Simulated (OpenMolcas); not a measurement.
# SiH3F (SMILES F[SiH3]) at 6 levels

Aim: a comparison of 6 runs (M06-2X/STO-3G, PBE/STO-3G, UB3LYP/STO-3G, UPBE/STO-3G, MP2/STO-3G, ACPF/STO-3G) of SiH3F. 

The results are computed with OpenMolcas 26.06.

4 further runs of the same task are left out: 1 for a known fault of the program, 3 set aside as unsound or not needed.

## Step 1: The structure to begin with

SiH3F has 5 atoms, charge 0, and is taken as a singlet. As SMILES, `F[SiH3]`. The Si2–H3 distance was set to 1.852 Å, away from the relaxed value.

Bond lengths: F1–Si2 1.600 Å, Si2–H4 1.482 Å, Si2–H5 1.482 Å. Angles: F1–Si2–H4 108.3°, F1–Si2–H5 108.3°, H4–Si2–H5 110.6°. A long bond or contact: Si2–H3 1.852 Å.

## Step 2: A single-point energy at M06-2X/STO-3G (run 1)

mol.inp reads:

```
&gateway
baslib
$CurrDir
coord
5
angstrom
F       -1.171824       0.206125       1.211253
Si       0.146076       0.024025       0.322553
H       -0.367800      -0.192600      -1.443700
H        0.871376      -1.174575       0.804853
H        0.983276       1.236725       0.476653
basis
STO-3G
group
NoSym
&seward
gridinput
Grid=UltraFine
End of Grid
&scf
ksdft
M062X
thresholds
1e-10 1e-07 1e-07 1e-05
prorbitals
1 1
```

The basis set STO-3G is read from a file made from the Basis Set Exchange's data (not shown).

On the command line:

```
$ export MOLCAS_MEM=1860
$ pymolcas mol.inp > mol.log
```

What it wrote:

```text
--- Start Module: gateway ---
[...]
--- Stop Module: gateway /rc=_RC_ALL_IS_WELL_ ---
--- Start Module: seward ---
[...]
      Basis functions           17
--- Stop Module: seward /rc=_RC_ALL_IS_WELL_ ---
--- Start Module: scf ---
[...]
       Convergence after  12 Iterations
[...]
::    Total KS-DFT energy                            -386.2791121103
[...]
      Total spin, S                                     0.0000000000
[...]
      Total electronic charge=   26.000000
      Total            charge=   -0.000000
[...]
      Dipole Moment (debye):
      Origin of the operator (angstrom)=   -0.3336    0.0891    0.6375
                   X=  6.0051E-01               Y= -3.1178E-02               Z= -2.5177E-02           Total=  6.0185E-01
      Quadrupole Moment (debye*angstrom):
[...]
--- Stop Module: scf /rc=_RC_ALL_IS_WELL_ ---
[...]
```

Wall time 5.7 s (1 thread of Arm Neoverse V1, shared host); peak memory 0.37 GiB.

## Step 3: A single-point energy at PBE/STO-3G (run 2)

mol.inp reads:

```
* FH3Si Kohn-Sham DFT
>>> EXPORT MOLCAS_PRINT=2

&GATEWAY
  BasLib
  $CurrDir
  Coord
  5
  angstrom
  F       -1.171824       0.206125       1.211253
  Si       0.146076       0.024025       0.322553
  H       -0.367800      -0.192600      -1.443700
  H        0.871376      -1.174575       0.804853
  H        0.983276       1.236725       0.476653
  Basis
  STO-3G
  Group
  NoSym

&SEWARD
  GridInput
  Grid=UltraFine
  End of Grid

&SCF
  KSDFT
  PBE
  Thresholds
  1e-10 1e-07 1e-07 1e-05
  PrOrbitals
  1 1
```

The basis set STO-3G is read from a file made from the Basis Set Exchange's data (not shown).

On the command line:

```
$ export MOLCAS_MEM=1860
$ pymolcas mol.inp > mol.log
```

What it wrote:

```text
--- Start Module: gateway ---
[...]
--- Stop Module: gateway /rc=_RC_ALL_IS_WELL_ ---
--- Start Module: seward ---
[...]
      Basis functions           17
--- Stop Module: seward /rc=_RC_ALL_IS_WELL_ ---
--- Start Module: scf ---
[...]
       Convergence after  13 Iterations
[...]
::    Total KS-DFT energy                            -386.0120382566
[...]
      Total spin, S                                     0.0000000000
[...]
      Total electronic charge=   26.000000
      Total            charge=   -0.000000
[...]
      Dipole Moment (debye):
      Origin of the operator (angstrom)=   -0.3336    0.0891    0.6375
                   X=  4.1411E-01               Y=  1.0295E-02               Z=  2.1605E-01           Total=  4.6720E-01
      Quadrupole Moment (debye*angstrom):
[...]
--- Stop Module: scf /rc=_RC_ALL_IS_WELL_ ---
[...]
```

Wall time 4.8 s (1 thread of Arm Neoverse V1, shared host); peak memory 0.37 GiB.

## Step 4: The energy at UB3LYP/STO-3G (run 3)

mol.input reads:

```
&GATEWAY
BasLib = $CurrDir
Coord
5
angstrom
F       -1.171824       0.206125       1.211253
Si       0.146076       0.024025       0.322553
H       -0.367800      -0.192600      -1.443700
H        0.871376      -1.174575       0.804853
H        0.983276       1.236725       0.476653
Basis = STO-3G
Group = NoSym
&SEWARD
GridInput
Grid=UltraFine
End of Grid
&SCF
UHF
KSDFT = B3LYP
Thresholds = 1e-10 1e-07 1e-07 1e-05
Scramble = 0.25
PrOrbitals = 1 1
```

The basis set STO-3G is read from a file made from the Basis Set Exchange's data (not shown).

On the command line:

```
$ export MOLCAS_MEM=1860
$ pymolcas mol.input > mol.log
```

What it wrote:

```text
--- Start Module: gateway ---
[...]
--- Stop Module: gateway /rc=_RC_ALL_IS_WELL_ ---
--- Start Module: seward ---
[...]
      Basis functions           17
--- Stop Module: seward /rc=_RC_ALL_IS_WELL_ ---
--- Start Module: scf ---
[...]
       Convergence after  17 Iterations
[...]
::    Total KS-DFT energy                            -386.2772644017
[...]
      Total spin, S                                    -0.0000000000
[...]
      Total electronic charge=   26.000000
      Total            charge=   -0.000000
[...]
      Dipole Moment (debye):
      Origin of the operator (angstrom)=   -0.3336    0.0891    0.6375
                   X=  5.4041E-01               Y= -1.1285E-02               Z=  1.0050E-01           Total=  5.4979E-01
      Quadrupole Moment (debye*angstrom):
[...]
--- Stop Module: scf /rc=_RC_ALL_IS_WELL_ ---
[...]
```

Run time: 8.4 s. Hardware: 1 thread of Arm Neoverse V1, shared host; peak memory 0.37 GiB.

Runs 4 to 5 aren't shown in full; the table further down has their settings and results.

## Step 5: A single-point energy at ACPF/STO-3G (run 6)

Changes to mol.input since step 4:

```diff
@@ -13,10 +13,14 @@
 &SEWARD
-GridInput
-Grid=UltraFine
-End of Grid
 &SCF
-UHF
-KSDFT = B3LYP
 Thresholds = 1e-10 1e-07 1e-07 1e-05
-Scramble = 0.25
 PrOrbitals = 1 1
+&MOTRA
+Frozen = 6
+&GUGA
+Electrons = 14
+Spin = 1
+Inactive = 7
+Active = 0
+CIAll = 1
+&CPF
+ACPF
```

The basis set STO-3G is read from a file made from the Basis Set Exchange's data (not shown).

On the command line:

```
$ export MOLCAS_MEM=1860
$ pymolcas mol.input > mol.log
```

What it wrote:

```text
--- Start Module: gateway ---
[...]
--- Stop Module: gateway /rc=_RC_ALL_IS_WELL_ ---
[...]
      Basis functions           17
[...]
       Convergence after  10 Iterations
[...]
::    Total SCF energy                               -385.3246983399
[...]
      Total spin, S                                     0.0000000000
[...]
      *** WARNING: Default frozen orbitals is overwritten by user input.
      *** Default values:   3
[...]
--- Start Module: guga ---
[...]
--- Stop Module: guga /rc=_RC_ALL_IS_WELL_ ---
--- Start Module: cpf ---
[...]
      Active orbitals                            0       0
[...]
      Spin quantum number                      0.0
[...]
     FINAL ACPF ENERGY        -385.42076937
     FINAL CORRELATION ENERGY   -0.09607103  REFERENCE ENERGY    -385.32469834
[...]
      Title:  ACPF natural orbitals
[...]
      Total electronic charge=   26.000000
      Total            charge=    0.000000
[...]
      Dipole Moment (debye):
      Origin of the operator (angstrom)=   -0.3336    0.0891    0.6375
                   X=  5.7162E-01               Y= -4.2307E-02               Z= -1.1673E-01           Total=  5.8495E-01
      Quadrupole Moment (debye*angstrom):
[...]
--- Stop Module: cpf /rc=_RC_ALL_IS_WELL_ ---
[...]
```

Wall time 1.8 s (1 thread of Arm Neoverse V1, shared host); peak memory 0.37 GiB.

## Step 6: All runs side by side

```csv
run,level,scramble,integration grid,energy (Eh),dipole moment (D) of the reference,HOMO energy (eV),LUMO energy (eV),wall time
1,M06-2X/STO-3G,–,UltraFine,-386.279112,0.60,-6.85,5.85,5.7 s
2,PBE/STO-3G,–,UltraFine,-386.012038,0.47,-3.33,3.78,4.8 s
3,UB3LYP/STO-3G,0.25,UltraFine,-386.277264,0.55,-4.89,4.50,8.4 s
4,UPBE/STO-3G,0.25,UltraFine,-386.012038,0.47,-3.33,3.78,6.6 s
5,MP2/STO-3G,–,–,-385.389732,0.96,-9.17,9.30,1.6 s
6,ACPF/STO-3G,–,–,-385.420769,0.96,-9.17,9.30,1.8 s
```

## Step 7: What came out

| quantity | value |
| --- | --- |
| run 6: total energy | -385.42077 Eh |
| run 6: dipole moment (mean-field density) | 0.96 D |
| run 6: HOMO energy (Hartree–Fock orbitals) | -9.17 eV |
| run 6: LUMO energy (Hartree–Fock orbitals) | 9.30 eV |
| run 6: HOMO–LUMO gap (Hartree–Fock orbitals) | 18.47 eV |
| run 6: correlation energy (6 core orbitals frozen) | -96.1 mEh |

**Reading.** Over runs 1, 2, 3, 4 the dipole moment (its size) runs from 0.47 D (UPBE/STO-3G) to 0.60 D (M06-2X/STO-3G). Over runs 1, 2, 3, 4 the HOMO–LUMO gap runs from 7.10 eV (UPBE/STO-3G) to 12.69 eV (M06-2X/STO-3G). Totals of different functionals can't be ranked against each other. In runs 1, 2, 3, 4, 5, 6 the basis is minimal, so the values are rough. All runs together took 29 s, the longest 8.4 s.
